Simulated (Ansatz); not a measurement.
Two shapes of doublet COS(+).

Shape 1:

```xyz
3

O     0.0001    0.0140   -1.3459
C     0.0197    0.0096   -0.2125
S    -0.0133    0.0107    1.5127
```

Shape 2:

```xyz
3

O     0.0000   -0.0003   -1.2980
C     0.0000   -0.0001   -0.1676
S     0.0000    0.0003    1.4656
```

Basis set: def2-SVP (spherical functions). Left uncorrelated: 7 orbitals. Correlation on ROHF uses semicanonical orbitals with singles. Charge 1, multiplicity 2.

Computed with Ansatz (development build ahead of 0.2.0); each method stands on the lowest determinant of its kind that the runs found.

**Question.** Which shape is lower in energy, and by how much in each method?

**Answer.**

| method | E(2) − E(1) (eV) |
| --- | --- |
| ROHF | -0.035 |
| UHF | -0.074 |
| ROHF-MP2 | -0.068 |
| UHF-MP2 | 0.015 |
| ROHF-CCSD(T) | -0.043 |

The methods disagree on the order.
